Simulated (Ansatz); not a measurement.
A ladder of methods for H3PO (SMILES O=[PH3])

The species is H3PO (5 atoms), meant as a singlet with charge 0. SMILES: `O=[PH3]`. The shape is that of a GFN2-xTB optimisation.

Quantity: the vertical ionisation energy (to the doublet cation), in eV. The values are calculated.

```json
{"level": "PBE0/STO-3G", "kind": "global hybrid", "program": "Ansatz", "value (eV)": "6.30", "less FCI/STO-3G": "+1.38"}
{"level": "CAM-B3LYP/STO-3G", "kind": "range-separated hybrid", "program": "Ansatz", "value (eV)": "6.25", "less FCI/STO-3G": "+1.33"}
{"level": "B2PLYP/STO-3G", "kind": "double hybrid", "program": "Ansatz", "value (eV)": "5.87", "less FCI/STO-3G": "+0.95"}
{"level": "MP2/STO-3G", "kind": "perturbation theory", "program": "Ansatz", "value (eV)": "4.87", "less FCI/STO-3G": "-0.05"}
{"level": "BCCD(T)/STO-3G", "kind": "coupled cluster or CI", "program": "Ansatz", "value (eV)": "4.93", "less FCI/STO-3G": "+0.01"}
{"level": "CCSD(T)/STO-3G", "kind": "coupled cluster or CI", "program": "Ansatz", "value (eV)": "4.92", "less FCI/STO-3G": "0.00"}
{"level": "CCSDT(Q)/STO-3G", "kind": "coupled cluster or CI", "program": "Ansatz", "value (eV)": "4.93", "less FCI/STO-3G": "+0.01"}
{"level": "CCSDT/STO-3G", "kind": "coupled cluster or CI", "program": "Ansatz", "value (eV)": "4.93", "less FCI/STO-3G": "+0.01"}
{"level": "FCI/STO-3G", "kind": "exact in the basis", "program": "Ansatz", "value (eV)": "4.92", "less FCI/STO-3G": "0.00"}
```

FCI/STO-3G is exact within its basis and frozen core, so for wave-function methods in that basis the difference is their error; functionals converge differently with the basis, so for them it is only a difference. The values span 4.87 to 6.30 eV. All rows use very small basis sets, so none should be taken for the real molecule's value.
